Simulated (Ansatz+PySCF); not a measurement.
## singlet H₂S: levels of theory in one basis

```xyz
3

S     0.0000    0.0000   -0.2080
H     0.0000    1.9430    1.6643
H     0.0000   -1.9430    1.6643
```

Basis set: cc-pVDZ (spherical functions). Correlated methods keep 5 orbitals frozen. Charge 0, multiplicity 1.

Computed with Ansatz (development build ahead of 0.2.0); each method stands on the lowest determinant of its kind that the runs found. NEVPT2 correlates all electrons. Active spaces start from the frontier orbitals, and the lowest solution found is given.

```json
{"method": "RHF", "E − E(RHF) (eV)": "0.00", "<S²> of the determinant": "0.00"}
{"method": "UHF", "E − E(RHF) (eV)": "-5.17", "<S²> of the determinant": "1.89"}
{"method": "RHF-MP2", "E − E(RHF) (eV)": "-5.84", "<S²> of the determinant": "–"}
{"method": "RHF-CCSD", "E − E(RHF) (eV)": "-7.82", "<S²> of the determinant": "–"}
{"method": "RHF-CCSD(T)", "E − E(RHF) (eV)": "-8.54", "<S²> of the determinant": "–"}
{"method": "RHF-CCSDT(Q)", "E − E(RHF) (eV)": "-8.44", "<S²> of the determinant": "–"}
{"method": "CASSCF(2,2)", "E − E(RHF) (eV)": "-2.74", "<S²> of the determinant": "–"}
{"method": "SC-NEVPT2(8,6)", "E − E(RHF) (eV)": "-7.89", "<S²> of the determinant": "–"}
{"method": "SC-NEVPT2(2,2)", "E − E(RHF) (eV)": "-5.64", "<S²> of the determinant": "–"}
```

Problem. What does CASSCF(8,6) give on the same scale?

Solution. -5.42 eV.

Problem. Is a single determinant a sound starting point here?

Solution. It is doubtful. Unrestricted orbitals lower Hartree–Fock by 5.17 eV and <S²> is 1.89 where a pure state has 0.00, a sign of strong static correlation. The CASSCF(8,6) natural occupations are 2.00, 2.00, 1.44, 1.43, 0.57, 0.56. The CASSCF(2,2) natural occupations are 1.12, 0.88.

Caution for RHF, RHF-MP2, RHF-CCSD, RHF-CCSD(T), RHF-CCSDT(Q): an unrestricted determinant lies well below. Caution for UHF: the unrestricted determinant is a mixture of spin states. Caution for RHF-MP2, RHF-CCSD, RHF-CCSD(T), RHF-CCSDT(Q): large amplitudes, a single reference is doubtful. Caution for RHF-CCSD(T): the program doubts this total. Caution for RHF-CCSDT(Q): the amplitudes may be one of several solutions. Caution for CASSCF(2,2), SC-NEVPT2(2,2): other starts end on other solutions of this active space.
